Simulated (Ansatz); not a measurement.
**C3H3ClOS: a ladder of functionals and wavefunction methods**

Aim: compute C3H3ClOS with functionals from several rungs and with coupled cluster, and see how far each lands from CCSD(T) at the basis-set limit for the atomisation energy.

Method: functionals in def2-TZVPP, the program's frozen cores in correlated methods; program: Ansatz 0.2.0, Gaussian basis.

The runs, in order: LDA (SPW92), PBE-D4, revPBE-D4, BLYP-D4, r2SCAN-D4, B97M-V, PBE0-D4, B3LYP-D4, r2SCANh-D4, r2SCAN0-D4, HSE06-D4, BHLYP-D4, CAM-B3LYP-D4, LC-ωPBE, ωB97X-V, ωB97M-V, B2PLYP, PBE-QIDH; CCSD(T)/def2-SVP; CCSD(T)/def2-TZVPP; MP2/def2-QZVPP; extrapolation to the limit; RPA on PBE.

### 1 Structure used throughout

An earlier PBE0-D4 in a triple-zeta def2 set relaxation fixed the geometry.

9 atoms, charge 0, spin multiplicity 1.

Atoms are counted from 1 here; the program's logs count them from 0.

Bond lengths: S1–C2 1.720 Å, S1–H7 1.348 Å, C2–C3 1.342 Å, C2–C6 1.510 Å, C3–Cl4 1.680 Å, C3–O5 1.360 Å, O5–C6 1.470 Å, C6–H8 1.090 Å, C6–H9 1.091 Å. Angles: C2–S1–H7 98.5°, S1–C2–C3 136.7°, S1–C2–C6 137.3°, C3–C2–C6 85.4°, C2–C3–Cl4 138.4°, C2–C3–O5 100.2°, Cl4–C3–O5 121.4°, C3–O5–C6 86.3°, C2–C6–O5 88.1°, C2–C6–H8 116.6°, C2–C6–H9 117.4°, O5–C6–H8 109.9°, O5–C6–H9 109.9°, H8–C6–H9 112.0°.

### 2 LDA

This LDA is Slater exchange with PW92 correlation.

Input file in.yaml:

```yaml
crystal:
  periodic: [false, false, false]
  atoms:
    - {symbol: S, position_ang: [-1.607480, -0.575539, -1.347271]}
    - {symbol: C, position_ang: [-0.275913, -0.118525, -0.358509]}
    - {symbol: C, position_ang: [0.887914, 0.527096, -0.526800]}
    - {symbol: Cl, position_ang: [1.688740, 1.379916, -1.733194]}
    - {symbol: O, position_ang: [1.453439, 0.325468, 0.693562]}
    - {symbol: C, position_ang: [0.238712, -0.433696, 1.025587]}
    - {symbol: H, position_ang: [-2.520997, 0.291088, -0.866270]}
    - {symbol: H, position_ang: [0.495424, -1.474176, 1.226320]}
    - {symbol: H, position_ang: [-0.271240, 0.032169, 1.869676]}
basis:
  gaussian: {orbitals: def2-TZVPP}
hamiltonian: {xc: lda}
output: {orbitals: {seedname: orbitals}}
```

Further steps of the session: PBE-D4 (GGA); revPBE-D4 (GGA); BLYP-D4 (GGA); r2SCAN-D4 (meta-GGA); B97M-V (meta-GGA); PBE0-D4 (hybrid); B3LYP-D4 (hybrid); r2SCANh-D4 (hybrid); r2SCAN0-D4 (hybrid); HSE06-D4 (hybrid); BHLYP-D4 (hybrid); CAM-B3LYP-D4 (range-separated); LC-ωPBE (range-separated); ωB97X-V (range-separated); ωB97M-V (range-separated); B2PLYP (double hybrid); PBE-QIDH (double hybrid); CCSD(T) in def2-SVP; CCSD(T) in def2-TZVPP; MP2 in def2-QZVPP; RPA on PBE orbitals.

Before running them: what should the planned runs give, taken together? Wanted: atomisation energy, CCSD(T)/CBS; farthest beyond LDA; mean size of error, GGA; mean size of error, meta-GGA; mean size of error, hybrid; mean size of error, range-separated; mean size of error, double hybrid; gap, smallest and largest; T1 diagnostic.

As calculated:

| quantity | value |
| --- | --- |
| atomisation energy, CCSD(T)/CBS | 3506.8 kJ/mol |
| functionals within 17.5 kJ/mol (0.5 %) | B3LYP-D4, r2SCANh-D4, CAM-B3LYP-D4, PBE-QIDH |
| farthest beyond LDA | PBE-D4 (+197.4 kJ/mol) |
| mean size of error, GGA | 99.4 kJ/mol |
| mean size of error, meta-GGA | 45.4 kJ/mol |
| mean size of error, hybrid | 66.5 kJ/mol |
| mean size of error, range-separated | 20.1 kJ/mol |
| mean size of error, double hybrid | 28.3 kJ/mol |
| gap, smallest and largest | 4.30 eV (BLYP-D4), 11.27 eV (LC-ωPBE) |
| T1 diagnostic | 0.0132 |
| triples share of the correlation energy | 4.7 % |

**Reading.** The LDA atomisation energy is off by 731.3 kJ/mol (21 %): it overbinds. PBE-D4 misses by +197.4 kJ/mol. Double hybrids carry the basis error of their MP2 part in triple zeta, and no dispersion term here, so their miss is partly the set-up's. By mean error the best rung here is range-separated (20.1 kJ/mol) and the worst beyond LDA is GGA (99.4 kJ/mol). The gap between the best rungs is small, so their order is not settled. The reference freezes the cores and leaves out relativity and excitations past (T), so misses under about 17.5 kJ/mol can't be ranked. Hartree-Fock recovers 66 % of the binding; the rest is correlation. CCSD(T) in def2-SVP is off by -206.2 kJ/mol, so the small basis spoils what the method gains. The gap grows from 4.3 to 11.3 eV across the functionals, mostly with the share of exact exchange.
